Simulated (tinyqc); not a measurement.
The basis set: RHF and MP2 along a ladder of basis sets, for H2O, spin multiplicity 1. Computed by the program tinyqc with PySCF. Same geometry throughout; the dipole is taken about the origin.

Geometry (angstrom):
```
atom       x        y       z
O     0.0000   0.0000  0.0000
H     0.0000   0.7980  0.4800
H     0.0000  -0.7590  0.4570
```

RHF and frozen-core MP2 in a ladder of bases:
```
basis        functions  E(RHF) (hartree)  E(MP2 corr) (hartree)  HOMO (eV)  LUMO (eV)  dipole (debye)
sto-3g               7        -74.937930              -0.030134   -10.4359    16.9783          1.6738
3-21g               13        -75.575915              -0.116673   -12.9139     7.6192          2.1934
6-31g               13        -75.979636              -0.122868   -13.5610     5.9227          2.3527
6-31g**             24        -76.016012              -0.190396   -13.4788     6.1914          1.8917
cc-pvdz             24        -76.018597              -0.197442   -13.4011     5.3252          1.7897
aug-cc-pvdz         41        -76.034608              -0.214846   -13.8852     1.0114          1.7319
cc-pvtz             58        -76.051083              -0.257371   -13.7307     4.0500          1.7607
```

What does the comparison show, and why?

From cc-pVDZ to cc-pVTZ the RHF energy falls by 32.5 mhartree and the correlation energy by 59.9. If valence correlation converges as X^-3, (27 E(T) - 8 E(D))/19 gives -0.2826 hartree, a rough estimate from such small X that usually falls short; STO-3G holds about 11 % of it. Beyond STO-3G the LUMO moves by 6.6 eV and the HOMO by 1.0 eV; diffuse functions lower the positive LUMO sharply, since an unbound virtual level tracks the most diffuse function.
